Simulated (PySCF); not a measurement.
# Bonding in methyl thiocyanate

Compound: methyl thiocyanate, C₂H₃NS.
Atom-mapped SMILES: `[CH3:1][S:2][C:3]#[N:4]` (hydrogens: H5, H6, H7 on C1)

Structure used (GFN2-xTB), in Å, numbered top down from 1:
```
atom  x, y, z in Å
C1    -0.9557    0.0091    0.1139
S2     0.4056   -1.2013    0.2663
C3     1.6770   -0.1134    0.1547
N4     2.5396    0.6373    0.0778
H5    -0.8849    0.5166   -0.8431
H6    -1.8761   -0.5637    0.1704
H7    -0.9023    0.7202    0.9325
```

Bond orders from the PBE0/pcSseg-1 density (PySCF). Isolated species at its GFN2-xTB geometry, gas phase.

Problem. Where do the orders between heavy atoms depart from those drawn in the SMILES?

Solution. The largest departure is 0.070, at C3–N4 (drawn triple, 2.930).

Problem. Set the Mayer orders of the bonds beside their lengths.

Solution. 
```
 bond  drawn as  length (Å)  Mayer order
C1–S2    single       1.828        0.975
S2–C3    single       1.677        1.062
C3–N4    triple       1.146        2.930
C1–H5    single       1.086        0.946
C1–H6    single       1.086        0.953
C1–H7    single       1.086        0.946
```

By pair of heavy elements: C–S: lowest C1–S2 (0.975, 1.828 Å), highest S2–C3 (1.062, 1.677 Å).

Problem. Sum the orders of all bonds at each heavy atom with more than one neighbour and set the sums beside the valence in the SMILES.

Solution. C1 3.820 (drawn 4), S2 2.037 (drawn 2), C3 3.992 (drawn 4). Orders between atoms that aren't bonded are not in these sums.

Mayer orders depend on the basis set.
